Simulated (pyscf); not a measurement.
Optimised with ωB97X-D3(BJ)/def2-SVP in PySCF.

Question: H₂N–Sn(NH₂)(NH₂)–NH₂ → ammonia (NH₃) + HN=Sn(NH₂)–NH₂
Surface: singlet. Broken: N–Sn, H–N. Formed: H–N. Give ΔE‡ and ΔE from ωB97M-D3(BJ)/def2-TZVP, relative to the reactant's lowest minimum found.

Answer: ΔE‡ = 2.00 eV, ΔE = +2.37 eV. Zero-point energy shifts the barrier by -0.10 eV. It is an elimination, with an imaginary mode of 1291i cm⁻¹. On the product side the descent ends in an adduct with a N–Sn contact, 0.84 eV under the separated species and 0.38 eV under the saddle at ωB97X-D3(BJ)/def2-TZVP. At ωB97M-D3(BJ) the saddle lies under the separated products, which points to a path from their complex (located at ωB97X-D3(BJ) alone), and parting the products costs more than the saddle. What is counted as broken (N–Sn) persists as a longer contact in the product adduct; parting that adduct is a step of its own. One saddle was located; it need not be the lowest between these sides. Elements past Kr carry the def2 core potentials, without spin-orbit coupling.
